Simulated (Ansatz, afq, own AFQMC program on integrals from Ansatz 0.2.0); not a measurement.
**CuSiH3, singlet in def2-SVP, levels against CCSDT(Q)**

```xyz
5

Cu   -0.5968    0.0035    0.0041
Si    1.1651   -0.0068   -0.0080
H     1.7131   -1.3948   -0.0069
H     1.7334    0.6865    1.1851
H     1.7170    0.6782   -1.2134
```

Connectivity, by distances: Cu–SiH3.

Basis def2-SVP. Noble-gas cores (and the filled d shells of Ga–Kr and In–Xe) are frozen. Ansatz 0.2.0 and our own AFQMC program on the same integrals; the CISD trial comes from CCSD amplitudes, and released means the phaseless constraint is let go. Free AFQMC starts from the CCSD state and is never constrained. Its projection time is finite, and what remains of the start isn't in its error. Error bars are statistical, one sigma. The metal's outer-core s and p shells are frozen, which shifts wave-function levels against functionals.

Determinant: RHF, the one that the program's search chose, which needn't be the lowest solution. The geometry is a point of a scan.

No full CI on the walks' own integrals is used here; CCSDT(Q) serves as the reference and is uncertain by about the last step of the cluster series.

Cautions: no relativity below Rb; outer-core shells of the metal frozen; higher spins were not checked.

- T1 diagnostic: 0.0211
- weight of the determinant in the CISD state: 0.854
- size of the correlated space: 18 electrons in 50 orbitals

Reference: CCSDT(Q), correlation energy -12.103 eV. The released energy is read at 1.00 1/Eh (meV from the phaseless value at times in 1/Eh: -7 ± 7 at 0.24, -5 ± 8 at 0.50, 17 ± 11 at 1.00).

| level | E − E(reference) (kJ/mol) | share of correlation (%) |
| --- | --- | --- |
| HF | 1167.8 | 0.00 |
| MP2 | 6.8 | 99.42 |
| CCSD | 47.7 | 95.92 |
| CCSD(T) | -6.2 | 100.53 |
| CCSDT | -5.7 | 100.49 |
| ph-AFQMC/HF | -26.4 ± 3.4 | 102.26 |
| ph-AFQMC/CISD | -3.1 ± 0.7 | 100.27 |
| released AFQMC | -1.5 ± 1.1 | 100.13 |
| free AFQMC | -0.1 ± 1.3 | 100.01 |

Free projections are given only where their last times agree within the noise and don't stop above the reference; a slow remainder of the start can still hide under it. A walk keeps the symmetry of its determinant, which the program's search chose and which needn't be the lowest solution, so a lower state of the same spin and another symmetry isn't excluded. Released energies are given only where the last usable release times agree within the noise; a slower fall can still hide under it.
